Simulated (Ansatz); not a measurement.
Relaxation of C2H5O (8 atoms, charge 1, multiplicity 1), to a largest force component of 0.02 eV/Å in at most 40 steps.

Computed with Ansatz 0.2.0, RKS PBE0/def2-SVP.

```xyz
8
Properties=species:S:1:pos:R:3
C -0.328 0.646 -0.583
C 0.279 -0.205 0.403
O 0.038 -1.435 0.425
H -0.983 0.102 -1.262
H 0.451 1.184 -1.139
H -0.871 1.460 -0.085
H 0.956 0.250 1.135
H 0.460 -2.002 1.106
```

Problem. Where does it end, and by what steps?

Solution. The forces met the threshold. After 5 steps the energy has fallen by 0.033 eV; H8 moved furthest, 0.06 Å.

```
step  energy less start (eV)  largest force component (eV/Å)  accepted
   0                  0.0000                           0.369       yes
   1                 -0.0246                           0.313       yes
   2                 -0.0327                           0.146       yes
   3                 -0.0316                           0.211        no
   4                 -0.0334                           0.045       yes
   5                 -0.0335                           0.003       yes
```

```xyz
8
Properties=species:S:1:pos:R:3
C -0.339 0.646 -0.596
C 0.272 -0.207 0.395
O 0.027 -1.441 0.415
H -1.000 0.105 -1.284
H 0.471 1.177 -1.136
H -0.876 1.457 -0.064
H 0.962 0.208 1.151
H 0.482 -1.946 1.120
```

Whether the end is a true minimum wasn't checked by a vibrational analysis.

Run time: 7 s on 1 thread of Arm Neoverse V2, with other jobs on the host, peak memory 0.11 GiB.
